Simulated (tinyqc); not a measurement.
Inside a calculation. Method: extended Hueckel theory, for BH. One step of it, computed by the program tinyqc.

Problem. Wolfsberg-Helmholz matrix. H_ij = K' S_ij (H_ii + H_jj)/2 for i != j (the diagonal keeps H_ii), with K' = 1.75.

overlap S, order 1B 2s, 1B 2px, 1B 2py, 1B 2pz, 2H 1s:
```
[[1.000000, 0.000000, 0.000000, 0.000000, 0.368390],
 [0.000000, 1.000000, 0.000000, 0.000000, 0.000000],
 [0.000000, 0.000000, 1.000000, 0.000000, 0.000000],
 [0.000000, 0.000000, 0.000000, 1.000000, 0.439232],
 [0.368390, 0.000000, 0.000000, 0.439232, 1.000000]]
```

diagonal H_ii (eV): [-15.200000, -8.500000, -8.500000, -8.500000, -13.600000]

K = 1.750000

Give: H.

Solution.

H (eV), order 1B 2s, 1B 2px, 1B 2py, 1B 2pz, 2H 1s:
```
[[-15.2000, 0.0000, 0.0000, 0.0000, -9.2834],
 [0.0000, -8.5000, 0.0000, 0.0000, 0.0000],
 [0.0000, 0.0000, -8.5000, 0.0000, 0.0000],
 [0.0000, 0.0000, 0.0000, -8.5000, -8.4936],
 [-9.2834, 0.0000, 0.0000, -8.4936, -13.6000]]
```
